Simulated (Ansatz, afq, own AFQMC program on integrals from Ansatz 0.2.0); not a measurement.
## C₂H₅, doublet: AFQMC among the cluster methods

```yaml
atoms:
  - { symbol: C, position_ang: [0.0000, -0.0046, 0.8670] }
  - { symbol: C, position_ang: [0.0000, 0.0016, -0.9370] }
  - { symbol: H, position_ang: [0.0000, -1.0172, 1.2734] }
  - { symbol: H, position_ang: [0.8752, 0.5171, 1.2765] }
  - { symbol: H, position_ang: [-0.8752, 0.5171, 1.2765] }
  - { symbol: H, position_ang: [0.0000, -0.9165, -1.5088] }
  - { symbol: H, position_ang: [0.0000, 0.9358, -1.4844] }
```

Basis 6-31G. Only valence electrons are correlated. AFQMC by an in-house program on the Cholesky factors that Ansatz 0.2.0 writes for its CCSD(T) run. The CISD trial takes its coefficients from CCSD amplitudes. Released means that phaseless walkers are propagated on without the constraint, phases kept. Uncertainties: one standard error, sampling alone.

Determinant: UHF, the one that the program's search chose, which needn't be the lowest solution. The geometry is a point of a scan.

No full CI on the walks' own integrals is used here; CCSDT(Q) serves as the reference and is uncertain by about the last step of the cluster series.

```
T1 diagnostic                               : 0.0109
weight of the determinant in the CISD state : 0.901
⟨S²⟩ of the determinant                     : 0.781
size of the correlated space                : 13 electrons in 26 orbitals
```

Reference: CCSDT(Q), correlation energy -5.609 eV. The released energy is read at 2.40 1/Eh (meV from the phaseless value at times in 1/Eh: 3 ± 12 at 0.24, 4 ± 11 at 0.51, 8 ± 9 at 0.99, 5 ± 10 at 1.62, 1 ± 11 at 2.40).

| level | E − E(reference) (meV) | share of correlation (%) |
| --- | --- | --- |
| HF | 5608.8 | 0.00 |
| MP2 | 1046.3 | 81.35 |
| CCSD | 131.6 | 97.65 |
| CCSD(T) | 22.3 | 99.60 |
| CCSDT | 6.4 | 99.89 |
| ph-AFQMC/CISD | -0.3 ± 10.9 | 100.01 |
| released AFQMC | 0.9 ± 10.8 | 99.98 |

A walk keeps the symmetry of its determinant, which the program's search chose and which needn't be the lowest solution, so a lower state of the same spin and another symmetry isn't excluded. Released energies are given only where the last usable release times agree within the noise; a slower fall can still hide under it.
